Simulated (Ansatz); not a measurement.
Ansatz results at the PBE0-D4/def2-TZVP geometry: LUMO energy (PBE0/def2-TZVPP) -0.93 eV; size of the dipole moment (B3LYP/def2-TZVPP) 1.68 D; HOMO–LUMO gap (PBE/def2-TZVPP) 5.25 eV.

Which molecule gave them?
A. `S=c1sccs1`
B. `[C-]#[N+]C(F)(F)F`
C. `ClCC(Cl)Cl`
D. `S=BCl`

D. The others give `[C-]#[N+]C(F)(F)F`: -0.81, 1.09, 6.29; `S=c1sccs1`: -1.90, 4.54, 2.75; `ClCC(Cl)Cl`: -0.18, 1.24, 6.01.

B3LYP here is the variant with VWN-RPA as its local correlation; programs differ in this.
